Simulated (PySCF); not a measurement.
All values below come from PBE-D3(BJ)/def2-TZVP // B3LYP-D3(BJ)/def2-TZVP (PySCF). All species are isolated molecules in the gas phase. One relaxed conformer stands for a flexible species; it need not be the lowest. 

Reference species (SMILES): `N(CO)=C` (C–N–C–O torsion -130°, N–C–O–H torsion -47°) (neutral, multiplicity 1).

The LUMO is -1.79 eV and the HOMO is -6.25 eV.

Changed species: `CC(N)=O`.

Problem. Give the shifts of the LUMO and HOMO.

Solution. the LUMO goes up by 1.43 eV, to -0.36 eV; the HOMO goes up by 0.59 eV, to -5.66 eV.
